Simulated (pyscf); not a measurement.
PySCF, gas phase, ωB97X-D3(BJ)/def2-SVP geometries. MP2 and CC: frozen core, UHF for open shells. ΔMP2 is the change of the MP2 total energy from the triple- to the quadruple-zeta basis.

Problem. HN=SiH–Cl (SMILES N=[SiH]Cl) → H₂N–Si:–Cl (SMILES N[Si]Cl) [singlet]
Surface: singlet. Broken: H–Si. Formed: H–N. Give ΔE‡ and ΔE from CCSD(T)/def2-TZVPP + ΔMP2(QZVPP), relative to the reactant's lowest minimum found.

Solution. ΔE‡ = 45.0 kcal/mol, ΔE = -23.4 kcal/mol. Zero-point energy shifts the barrier by -1.9 kcal/mol. It is a hydrogen shift, with an imaginary mode of 1313i cm⁻¹. This is the saddle that the search found; another between the same sides may lie lower. The CCSD(T) − MP2 part came from Ansatz, without density fitting, on the same reference.
